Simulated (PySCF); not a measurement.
# HCN, singlet: structure and spectrum

Computed with PBE/[C def2-TZVP, N def2-TZVP, H def2-TZVP], no relativity, density fitting, PySCF.

The structure is a minimum.

| Property | Result |
| --- | --- |
| Point group | C∞v |
| Bond lengths | C–H 1.076 Å, C–N 1.158 Å |
| Bond angles | H–C–N 180.0° |
| Zero-point energy | 41.6 kJ/mol |
| Lowest empty level | -0.97 eV |
| Rotational symmetry number | 1 |
| Highest occupied level | -8.97 eV |
| Entropy at 298.15 K and 1 bar | 201.7 J/(mol K) |
| Heat capacity Cp at 298.15 K | 35.5 J/(mol K) |
| Principal quadrupole moments (Buckingham, traceless) about the centre of mass | -1.16, -1.16, 2.32 D Å |
| Principal polarisabilities | 11.8, 11.8, 22.5 bohr³ |
| Atomisation energy without zero-point energy | 1364 kJ/mol |
| Dipole moment | 2.93 D |
| Rotational constants | 1.469 cm⁻¹ |
| Enthalpy at 298.15 K above 0 K | 9.20 kJ/mol |

Harmonic modes (masses in u: C 12.000, N 14.003, H 1.008):
```json
{"symmetry": "π", "ω (cm⁻¹)": "734", "IR (km/mol, summed over degenerate members)": "76.0", "type": "bend"}
{"symmetry": "σ+", "ω (cm⁻¹)": "2124", "IR (km/mol, summed over degenerate members)": "0.2", "type": "stretch"}
{"symmetry": "σ+", "ω (cm⁻¹)": "3365", "IR (km/mol, summed over degenerate members)": "57.8", "type": "stretch"}
```

In C∞v the vibrations span π + 2σ+.

Charges (e):
```
atom  Mulliken  Löwdin  polar tensor  Mayer order to C1
  C1     -0.20   -0.18         -0.08                  –
  N2      0.02    0.05         -0.17               3.11
  H3      0.19    0.12          0.25               0.94
```

Mulliken populations on C1: s 3.25, p 2.91, d 0.04, f 0.01.

Outer orbital energies (eV). occupied: -22.94, -15.07, -9.10, -8.97, -8.97; empty: -0.97, -0.97, 0.57, 2.05.

Counting electrons, carbon keeps none of its valence electrons outside its bonds, so the VSEPR class is AX2 and the expected shape is linear; with unlike ligands the computed point group is C∞v.

Only a few start shapes were tried, so a lower isomer may exist.

The final relaxation and frequency run took 6.7 s on 2 threads of a shared Arm Neoverse V2 host, with 68 basis functions and 11 gradients; the process peaked at 0.64 GiB.
